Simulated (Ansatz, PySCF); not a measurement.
Acid–base and redox partners of C[SiH3]. Gas-phase values, no solvent. Strings in code marks are SMILES.

Quantity: vertical ionisation energy (energy after one electron is removed minus that of the parent at the parent's geometry), in eV.

Level 1: frozen-core CCSD(T)/cc-pVTZ // r2SCAN-D4/def2-TZVP (Ansatz, a quantum-chemistry and plane-wave program)
Level 2: frozen-core MP2/cc-pVTZ // r2SCAN-D4/def2-TZVP (Ansatz)
Level 3: B3LYP/6-31G* // r2SCAN-D4/def2-TZVP (PySCF)
Level 4: minus the HOMO energy of r2SCAN-D4/def2-TZVP (PySCF)

| species | level 2 | level 3 | level 4 |
|---|---|---|---|
| `C[SiH3]` | 11.83 | 11.54 | 8.21 |

Q: What does level 1 give for each?

A: 
- `C[SiH3]`: 11.74
